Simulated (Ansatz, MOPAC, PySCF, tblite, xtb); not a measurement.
System: H2S, singlet: map of symmetric stretch and bend. Scanned: S-H bond length and H-S-H angle.

Levels: GFN2-xTB, 300 K electronic temperature (tblite); RHF/cc-pVDZ (PySCF); CAM-B3LYP/cc-pVDZ (PySCF); r2SCAN/cc-pVDZ (PySCF); RKS-PBE/cc-pVDZ = restricted PBE/cc-pVDZ (Ansatz, an electronic-structure program); MP2 on RHF/cc-pVDZ, 5 core orbitals frozen (PySCF); CCSD on RHF/cc-pVDZ, 5 core orbitals frozen (PySCF); CCSD(T) on RHF/cc-pVDZ, 5 core orbitals frozen (PySCF); AM1, restricted, heats of formation (MOPAC); PM3, restricted, heats of formation (MOPAC); GFN1-xTB (xtb); RKS-B3LYP/6-31G* = restricted B3LYP/6-31G*, spherical d (PySCF); RKS-BP86/6-31G* = restricted BP86/6-31G*, spherical d (PySCF 2.14.0); RKS-LDA (SVWN5)/6-31G* = restricted LDA (SVWN5)/6-31G*, spherical d (PySCF); RKS-B3LYP/6-311+G** = restricted B3LYP/6-311+G**, spherical d (PySCF).

Energies in eV at chosen points (x: S-H bond length (Å); y: H-S-H angle (°)), relative to x = 1.34, y = 90:

| method | (1.27, 140) | (1.14, 120) | (1.47, 70) | (1.74, 70) | (1.14, 160) | (1.54, 70) | (1.47, 170) |
|---|---|---|---|---|---|---|---|
| GFN2-xTB | 1.287 | 1.565 | 0.602 | 2.010 | 3.206 | 0.898 | 3.048 |
| RHF | 1.684 | 2.134 | 0.797 | 2.846 | 4.261 | 1.212 | 3.785 |
| CAM-B3LYP | 1.609 | 2.221 | 0.597 | 2.382 | 4.019 | 0.948 | 3.334 |
| r2SCAN | 1.609 | 2.244 | 0.558 | 2.289 | 3.958 | 0.900 | 3.234 |
| RKS-PBE/cc-pVDZ | 1.602 | 2.331 | 0.468 | 2.058 | 3.975 | 0.772 | 3.102 |
| MP2 | 1.631 | 2.198 | 0.626 | 2.488 | 4.070 | 1.001 | 3.464 |
| CCSD | 1.642 | 2.234 | 0.603 | 2.342 | 4.100 | 0.953 | 3.425 |
| CCSD(T) | 1.644 | 2.247 | 0.581 | 2.279 | 4.103 | 0.923 | 3.400 |
| AM1 | 1.235 | 1.015 | 0.635 | 2.274 | 2.957 | 0.914 | 2.811 |
| PM3 | 1.249 | 0.854 | 0.544 | 2.228 | 2.944 | 0.787 | 3.069 |
| GFN1-xTB | 1.487 | 1.607 | 0.771 | 2.642 | 3.362 | 1.146 | 3.834 |
| RKS-B3LYP/6-31G* | 1.651 | 2.179 | 0.644 | 2.310 | 4.078 | 0.979 | 3.409 |
| RKS-BP86/6-31G* | 1.636 | 2.267 | 0.547 | 2.085 | 4.029 | 0.848 | 3.207 |
| RKS-LDA (SVWN5)/6-31G* | 1.590 | 2.272 | 0.530 | 2.089 | 3.943 | 0.834 | 3.074 |
| RKS-B3LYP/6-311+G** | 1.585 | 2.088 | 0.612 | 2.341 | 3.872 | 0.959 | 3.313 |
